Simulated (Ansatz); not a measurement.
```yaml
crystal:
  periodic: [false, false, false]
  atoms:
    - {symbol: C, position_ang: [-0.121183, 0.510230, -0.120256]}
    - {symbol: S, position_ang: [-0.125081, -1.223446, 0.578782]}
    - {symbol: O, position_ang: [1.272469, -1.513912, 0.610110]}
    - {symbol: H, position_ang: [-1.184854, 0.804556, -0.252570]}
    - {symbol: H, position_ang: [0.318252, 1.229717, 0.164281]}
    - {symbol: H, position_ang: [0.157535, 0.290755, -1.314227]}
basis:
  gaussian: {orbitals: aug-cc-pVTZ}
magnetization: {spin_polarized: true, initial_magnetization: 1}
hamiltonian: {xc: {name: rPW86-PBE}, dispersion: d3bj}
accuracy: high
scf: {lower_state_search: full}
relax: {f_tol: 0.0001, max_steps: 2}
output: {forces: true}
```

```sh
$ ansatz run in.yaml --threads 2 --pin off --events-out ev --progress --plain --max-ram 32768MiB --backend cuda --devices 0, --max-vram 18GiB
```

Output, abridged:

```
Functional definition: rPW86-PBE
3469 factors; integrals over basis functions are off by at most 2.3e-9 eV
mean field evaluation 1: about -13966.7114 eV, gradient 6.5e1 eV
mean field evaluation 2: about -13966.7091 eV, gradient 6.5e1 eV
mean field evaluation 4: about -13976.7949 eV, gradient 3.8e1 eV
mean field evaluation 8: about -13983.1215 eV, gradient 1.7e-1 eV
mean field evaluation 16: about -13983.1212 eV, gradient 9.7e-5 eV
mean field -13983.12123498 eV, -513.8702272856 hartree, gradient 3.6e-8 eV, S^2 0.753396; 8 other end points of the search recorded, 0 dependent functions left out
reference -13983.12125087 eV, -513.8702278693 hartree; 17, 16 occupied and 194, 195 virtual orbitals, 3469 factors
relax step   1: F+E_penalty+E_count = -13983.21350680 eV  Δ(F+E_penalty+E_count) = +0.000e0 eV  max|allowed force component| = 1.020e1 eV/Å  Δτ_max = 0.0000 Å  (236 SCF iters, accepted)
3471 factors; integrals over basis functions are off by at most 2.7e-9 eV
mean field -13984.75235921 eV, -513.9301699954 hartree, gradient 1.7e-8 eV, S^2 0.753399; 0 other end points of the search recorded, 0 dependent functions left out
reference -13984.75237526 eV, -513.9301705852 hartree; 17, 16 occupied and 194, 195 virtual orbitals, 3471 factors
relax step   2: F+E_penalty+E_count = -13984.84352317 eV  Δ(F+E_penalty+E_count) = -1.630e0 eV  max|allowed force component| = 2.663e0 eV/Å  Δτ_max = 0.1005 Å  (44 SCF iters, accepted)
Error: geometry relaxation did not converge after 2 steps: max|allowed force component| = 2.66e0 eV/Å (threshold 1.0e-4). Raise `relax.max_steps` over both its present limit and 2, loosen `relax.f_tol`, or start from a geometry closer to equilibrium. Where this run's directory can be resumed (`checkpoint.write`), a resume goes on for up to `relax.max_steps` more
```

In this input the relaxation is allowed too few steps for its threshold. No converged result was reached.
